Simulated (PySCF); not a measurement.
Fill in the blanks.

C4H6O (charge +1 and doublet state).
SMILES: `[O+]=C1CCC1`

| property | level | value |
| --- | --- | --- |
| point group of the GFN2-xTB geometry | GFN2-xTB | C2v |
| rotational constants A, B, C of the GFN2-xTB geometry | GFN2-xTB | ? |
| isotropic g value | unrestricted B3LYP/pcH-1, mean-field spin–orbit | ? |
| spin squared ⟨S²⟩ | unrestricted B3LYP/pcH-1 | ? |
| largest isotropic hyperfine couplings (means over sets of like nuclei) | unrestricted B3LYP/pcH-1 | ? |

Gas-phase values; electronic properties from PySCF, density fitting. Isolated species at its GFN2-xTB geometry, gas phase. Hyperfine couplings depend on the geometry, which wasn't re-optimised at a DFT level. The unpaired spin is shared among atoms: the largest Mulliken spin population is 0.48.

(1) Give the largest isotropic hyperfine couplings (means over sets of like nuclei).

(2) Give the spin squared ⟨S²⟩.

(3) The rotational constants A, B, C of the GFN2-xTB geometry?

(4) What is the isotropic g value?

Answers

(1) 13C +109.2 (×2), 13C -73.7, 1H +40.0 (×4), 17O -29.0, 13C -8.3 MHz.

(2) 0.756.

(3) 12.207, 4.607, 3.577 GHz.

(4) 2.00263.

The rotational constants make it an asymmetric top with κ = (2B − A − C)/(A − C) = -0.76, nearer the prolate limit (−1). g_iso is shifted by about +310 ppm from the free-electron value 2.002319. ⟨S²⟩ is 0.006 above the pure-spin value S(S + 1) = 0.75. With B = h/(8π²I), that is 505.379 GHz u Å² over I, the principal moments of inertia are 41.4, 109.7 and 141.3 u Å² (most abundant isotopes); the inertial defect Ic − Ia − Ib is -9.8 u Å² (zero for a rigid planar frame, negative otherwise).
